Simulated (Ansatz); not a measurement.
We consider solid chlorine, described by PBE in Ansatz (plane waves, PAW).

Settings: plane-wave cutoff 500 eV, 8×8×4 k mesh (along the axes of the cell as run), gaussian smearing 0.02 eV, scalar-relativistic PAW data made under PBE.

Computed at the level's own relaxed cell.

**Question.** Give the computed equilibrium lattice constant a, volume per atom and lattice parameter c.

**Answer.** 
equilibrium lattice constant a: 7.992 Å
volume per atom: 35.75 Å³/atom
lattice parameter c: 8.334 Å

Note: the cell comes from a level without a dispersion term, which matters for the spacing of layers, chains or molecules.

Computed values are for the static lattice.

The result took about 3 core-minutes (a rough figure).

Ansatz is a program for electronic structure.
